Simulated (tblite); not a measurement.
Compound: butyronitrile, C4H7N.
Bonds: C1–C2, C2–C3, C3–C4, C4–N5 (triple). Hydrogens: H6, H7, H8 on C1; H9, H10 on C2; H11, H12 on C3.

Computed with GFN2-xTB (tblite), gas phase: Langevin dynamics at 300 K from the optimised GFN2-xTB geometry, time step 0.5 fs, friction 0.01 fs⁻¹, 2000 steps.

Start geometry:
```
atom  x, y, z in Å
C1     -1.272   -0.497   -0.335
C2     -0.417    0.352    0.598
C3      0.951    0.671   -0.019
C4      1.725   -0.529   -0.212
N5      2.330   -1.488   -0.355
H6     -2.229   -0.721    0.130
H7     -1.459    0.028   -1.270
H8     -0.770   -1.435   -0.561
H9     -0.270   -0.175    1.543
H10    -0.928    1.294    0.813
H11     1.518    1.342    0.633
H12     0.822    1.157   -0.991
```

The statistics below take the 31 frames saved every 25 fs from 250 to 1000 fs; their kinetic temperature (all 3N coordinates) averages 245 K.

Task: How do the bond lengths spread?

Result: 
```tsv
bond	start (Å)	mean (Å)	standard deviation (Å)	shortest (Å)	longest (Å)
C1–C2	1.524	1.530	0.031	1.469	1.595
C2–C3	1.535	1.539	0.036	1.481	1.626
C3–C4	1.440	1.445	0.020	1.395	1.476
C4≡N5	1.143	1.144	0.014	1.118	1.177
C1–H6	1.087	1.091	0.028	1.039	1.142
C1–H7	1.088	1.092	0.024	1.042	1.134
C1–H8	1.088	1.093	0.028	1.050	1.139
C2–H9	1.092	1.092	0.022	1.046	1.136
C2–H10	1.092	1.097	0.023	1.048	1.145
C3–H11	1.094	1.098	0.029	1.043	1.153
C3–H12	1.094	1.101	0.026	1.060	1.163
```

Task: How far does each atom move about its mean position (frames aligned on the start, all atoms weighted alike), and what rms force does it feel?

Result: 
| atom | rms displacement (Å) | rms force (eV/Å) |
| --- | --- | --- |
| C1 | 0.09 | 1.88 |
| C2 | 0.09 | 1.84 |
| C3 | 0.08 | 1.72 |
| C4 | 0.14 | 2.10 |
| N5 | 0.28 | 1.84 |
| H6 | 0.18 | 0.96 |
| H7 | 0.28 | 0.87 |
| H8 | 0.24 | 0.97 |
| H9 | 0.19 | 0.83 |
| H10 | 0.18 | 0.77 |
| H11 | 0.20 | 0.90 |
| H12 | 0.23 | 0.84 |

The displacements run from 0.08 to 0.28 Å.

Task: Follow the torsion C1–C2–C3–C4 through every second one of these frames.

Result: 
```
t (fs)  C1–C2–C3–C4 (°)
   250              -66
   300              -61
   350              -68
   400              -78
   450              -78
   500              -55
   550              -49
   600              -57
   650              -70
   700              -92
   750              -95
   800              -91
   850              -83
   900              -86
   950              -78
  1000              -66
```

Largest departure from the start value over all these frames: C1–C2–C3–C4 34° (start -64°).

Task: How widely does the potential energy scatter, against a harmonic estimate?

Result: Mean 0.33 eV above the start, standard deviation 0.062 eV, range 0.19 to 0.46 eV. For 30 classical harmonic modes at 300 K the canonical values are 30kT/2 = 0.39 eV and kT·√(30/2) = 0.100 eV.

The run is classical and short, so these are rough statistics of one trajectory.

What follows is the cost of the whole dynamics run. The run took 10 s on Arm Neoverse N1, one thread, no GPU (shared host), and the process peaked at 0.18 GiB of memory.
